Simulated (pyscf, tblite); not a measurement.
CH₄ (SMILES C) + NH₂• (SMILES [NH2]) → CH₃• (SMILES [CH3]) + NH₃ (SMILES N): energy along the mass-weighted descent from the GFN2-xTB with spin polarisation saddle (tblite), relative to the relaxed reactant side, a complex of the molecules.

```
s (amu^1/2 bohr) | E (kcal/mol)
    -1.50 | ## 0.1
    -1.42 | ### 0.1
    -1.34 | ### 0.2
    -1.25 | #### 0.2
    -1.14 | ###### 0.3
    -1.04 | ####### 0.4
   -0.906 | ########## 0.5
   -0.705 | ############# 0.7
   -0.530 | ################## 1.0
   -0.300 | ######################### 1.4
    0.270 | ############################## 1.6
    0.422 | ########################### 1.4
    0.536 | ######################### 1.4
    0.667 | ######################## 1.3
    0.763 | ###################### 1.2
    0.854 | ##################### 1.1
    0.945 | #################### 1.1
     1.02 | ################### 1.0
     1.10 | ################## 1.0
     1.17 | ################## 1.0
     1.24 | ################# 0.9
```

**Question.** The GFN2-xTB with spin polarisation barrier from the reactant side is 8.3 kJ/mol. What does ωB97X-D3(BJ) (PySCF) give from its own reactant-side minimum, in def2-SVP and in def2-TZVP?

**Answer.** 54.6 kJ/mol in the double-zeta basis after reoptimising the saddle, and 57.4 kJ/mol in the triple-zeta single point, so the tight-binding barrier lies 49.1 kJ/mol under the latter. The imaginary mode goes from 1032i to 1807i cm⁻¹.
